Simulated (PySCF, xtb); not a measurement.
Bonds broken one at a time in the series Ga Cl-H. All species are isolated molecules in the gas phase. Strings in code marks are SMILES.

Quantity: homolytic bond dissociation enthalpy at 298 K (no spin–orbit term), in kcal/mol. Enthalpy corrections at 298 K come from GFN2-xTB frequencies (xtb).

Case: Cl–Ga bond of `[Cl][GaH2]`, giving `[Cl]` and `[GaH2]`. Geometry of `[Cl][GaH2]` (neutral, multiplicity 1, Å):

```xyz
4

Cl     1.9526     0.0110     0.0593
Ga    -0.2121    -0.0012    -0.0065
H     -0.8786     1.4054    -0.0136
H     -0.8619    -1.4153    -0.0392
```

Q: Estimate the homolytic bond dissociation enthalpy at 298 K (no spin–orbit term) that TPSSh-D3(BJ)/def2-TZVP // B3LYP-D3(BJ)/def2-TZVP (PySCF) returns for this input.

A: 104.8 kcal/mol.
